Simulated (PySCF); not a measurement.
# Excitation energies in several basis sets

Compound: C3H5O2 (charge +1).
Z-matrix (Å and degrees, PBE0-D3(BJ)/def2-SVP geometry), rows numbered from 1:
```
C 
O   1  1.4304
C   2  1.3516  1  116.72
C   3  1.5026  2  107.69  1    87.84
O   4  1.1156  3  170.56  2    18.50
H   1  1.1013  2  110.40  3    55.88
H   1  1.0955  2  105.84  3   174.81
H   1  1.1035  2  111.21  3   -66.93
H   3  1.1109  2  117.38  1   -32.51
H   3  1.1090  2  111.55  1  -158.54
```

TDDFT with PBE0 (PySCF), vertical singlets, core orbitals frozen in the response, spherical d and f functions. The structure is a single PBE0-D3(BJ)/def2-SVP conformer in the gas phase; no vibrational or solvent corrections.

Problem. How do the low singlets change with the basis? Take 6-31G*, def2-SVP, 6-31+G*, def2-SVPD, aug-cc-pVDZ, def2-TZVP and def2-TZVPD.

Solution. 

| basis | functions | diffuse | S1 (eV) | S2 (eV) | S3 (eV) | S4 (eV) | S5 (eV) | LUMO (eV) | α (au) |
| --- | --- | --- | --- | --- | --- | --- | --- | --- | --- |
| 6-31G* | 80 | no | 4.54 | 4.88 | 5.56 | 6.04 | 7.09 | -8.29 | 34.8 |
| def2-SVP | 95 | no | 4.48 | 4.81 | 5.43 | 5.91 | 6.98 | -8.42 | 34.9 |
| 6-31+G* | 100 | yes | 4.53 | 4.90 | 5.56 | 6.06 | 7.05 | -8.41 | 37.1 |
| def2-SVPD | 146 | yes | 4.49 | 4.83 | 5.50 | 5.97 | 6.99 | -8.46 | 39.7 |
| aug-cc-pVDZ | 160 | yes | 4.55 | 4.90 | 5.61 | 6.09 | 7.05 | -8.33 | 40.2 |
| def2-TZVP | 185 | no | 4.57 | 4.93 | 5.62 | 6.09 | 7.06 | -8.32 | 38.7 |
| def2-TZVPD | 236 | yes | 4.57 | 4.92 | 5.62 | 6.09 | 7.05 | -8.34 | 40.1 |

States are compared by their number. Against the largest diffuse basis here (def2-TZVPD, itself not a converged limit), sets without diffuse functions differ by up to 0.09 eV in S1 and 0.07 eV in S5; the smaller diffuse sets differ by up to 0.08 and 0.07 eV. State by state, the largest deviation of a set without diffuse functions is S1 0.09, S2 0.11, S3 0.19, S4 0.18, S5 0.07 eV. The same number needn't mean the same state in each row. Against def2-TZVPD the polarisability deviates by -13% in 6-31G*, -13% in def2-SVP, -7% in 6-31+G*, -1% in def2-SVPD, 0% in aug-cc-pVDZ, -4% in def2-TZVP. A single + in a Pople set puts diffuse functions on heavy atoms only.
